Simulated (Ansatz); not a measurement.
C3H5FS, SMILES `C=CC(F)S`, relaxed with RKS PBE-D4/def2-SVP in the Gaussian-basis code of Ansatz from a rough embedded geometry. The force threshold is 0.03 eV/Å; the program also tests the step.

The species carries charge 0 and has multiplicity 1.

Start:

```xyz
10

C     0.836    0.636    1.127
C     0.730   -0.105    0.069
C    -0.507   -0.773   -0.387
F    -1.597   -0.630    0.431
S    -1.023   -0.050   -1.994
H    -0.020    0.776    1.857
H     1.771    1.055    1.459
H     1.578   -0.274   -0.569
H    -0.398   -1.810   -0.529
H    -1.369    1.175   -1.464
```

```
        step  energy (eV)  largest force (eV/Å)  largest move (Å)
           1  -16724.3914                 2.301             0.000
           2  -16724.6567                 1.170             0.112
           3  -16724.6987                 0.626             0.081
           4  -16724.7166                 0.550             0.106
           5  -16724.7247                 0.368             0.029
           6  -16724.7326                 0.058             0.040
           7  -16724.7334                 0.033             0.020
8 (rejected)  -16724.7333                 0.107             0.012
           9  -16724.7336                 0.007             0.006
```

End:

```xyz
10

C     0.807    0.622    1.191
C     0.694   -0.088    0.057
C    -0.572   -0.765   -0.375
F    -1.538   -0.688    0.609
S    -1.179   -0.092   -1.976
H    -0.044    0.719    1.882
H     1.752    1.117    1.462
H     1.540   -0.198   -0.643
H    -0.391   -1.841   -0.605
H    -1.068    1.215   -1.604
```

It took 7.5 s on 4 threads of an Intel Xeon Platinum 8488C on a shared host, with 0.16 GiB of host memory at the peak.
